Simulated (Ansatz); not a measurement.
# B₂H (doublet): wave-function methods side by side at distance B1–B2 = 1.523 Å, cc-pVDZ

How much of the correlation energy of B₂H (doublet) does each wave-function method recover here?

Computed with Ansatz 0.2.0, Gaussian basis. Level: cc-pVDZ, core rule «outside noble gas», up to 2 orbitals frozen.

The runs, in order: UHF; CCSD(T) on ROHF; CCSD(T) on UHF; BCCD(T) on ROHF; CISD; CCSDT(Q) on ROHF; CCSDT(Q) on UHF; CCSDTQ on ROHF; CCSDTQ on UHF; CASSCF and MRCISD+Q, 3 electrons in 3 orbitals; CASSCF and NEVPT2, 3 electrons in 3 orbitals; CASSCF and MRCISD+Q, 7 electrons in 9 orbitals; CASSCF and NEVPT2, 7 electrons in 9 orbitals; Full CI; Full CI in the symmetry of the determinant.

4 further runs of the same task are left out: 4 for a known fault of the program.

## 1. The system

The geometry derives from a PBE0/def2-TZVP stationary point (not a proven minimum). One bond is set to the value named and the two fragments are kept rigid.

3 atoms, charge 0, spin multiplicity 2.

Atoms are counted from 1 here; the program's logs count them from 0.

Bond lengths: B1–B2 1.523 Å, B1–H3 1.177 Å. Angles: B2–B1–H3 180.0°.

## 2. UHF

Input file in.yaml:

```yaml
crystal:
  periodic: [false, false, false]
  atoms:
    - {symbol: B, position_ang: [0.000000, 0.000000, 0.115089]}
    - {symbol: B, position_ang: [0.000000, 0.000000, -1.407623]}
    - {symbol: H, position_ang: [0.000000, 0.000000, 1.292533]}
basis:
  gaussian: {orbitals: cc-pVDZ}
magnetization: {spin_polarized: true, initial_magnetization: 1}
hamiltonian: {xc: hf}
output: {orbitals: {seedname: orbitals}}
```

Launch:

```console
> ansatz run in.yaml --threads 1 --pin off --events-out ev --progress --plain --max-ram 4096MiB --backend cpu
```

After this run come: CCSD(T) on ROHF; CCSD(T) on UHF; BCCD(T) on ROHF; CISD; CCSDT(Q) on ROHF; CCSDT(Q) on UHF; CCSDTQ on ROHF; CCSDTQ on UHF; CASSCF and MRCISD+Q, 3 electrons in 3 orbitals; CASSCF and NEVPT2, 3 electrons in 3 orbitals; CASSCF and MRCISD+Q, 7 electrons in 9 orbitals; CASSCF and NEVPT2, 7 electrons in 9 orbitals; Full CI; Full CI in the symmetry of the determinant.

Q: Predict the results of all the runs planned. Wanted: FCI from the RHF energy; RMP2 from FCI; RCCSD from FCI; RCCSD(T) from FCI; RCCSDT(Q) from FCI; NEVPT2 valence from FCI; MRCISD+Q valence from FCI; T1 diagnostic; effectively unpaired electrons.

**Answer**, as computed:

```
                         quantity                                 value
          FCI from the ROHF energy                            -4.4037 eV
                    RMP2 from FCI                           +1259.1 meV
                   RCCSD from FCI                            +360.9 meV
                RCCSD(T) from FCI                            +202.4 meV
               RCCSDT(Q) from FCI                              -4.0 meV
          NEVPT2 valence from FCI                            +565.2 meV
        MRCISD+Q valence from FCI                              -3.8 meV
levels within 1 kcal/mol (43 meV)  RCCSDT(Q), RCCSDTQ, MRCISD+Q valence
                    T1 diagnostic                                 0.028
   effectively unpaired electrons                                  3.03
```

RCCSD(T) misses by +202.4 meV, 4.6 % of the correlation energy. RCCSDT(Q), MRCISD+Q valence fall below full CI, which methods that aren't variational can do. The occupations show strong static correlation (3.0 unpaired electrons where one determinant has 1). Of the multireference levels listed MRCISD+Q valence comes nearest in total energy (-3.8 meV), which doesn't show that its space is the better one. Coupled cluster took another determinant than the lowest Hartree-Fock one. These misses are within one basis, not against nature.

The restricted and unrestricted ladders end 1.11 eV apart at CCSDT(Q), so they describe two states, and rows of one don't measure the error of the other.

With open shells the CI space here admits some triples and quadruples, so it is larger than plain CISD.
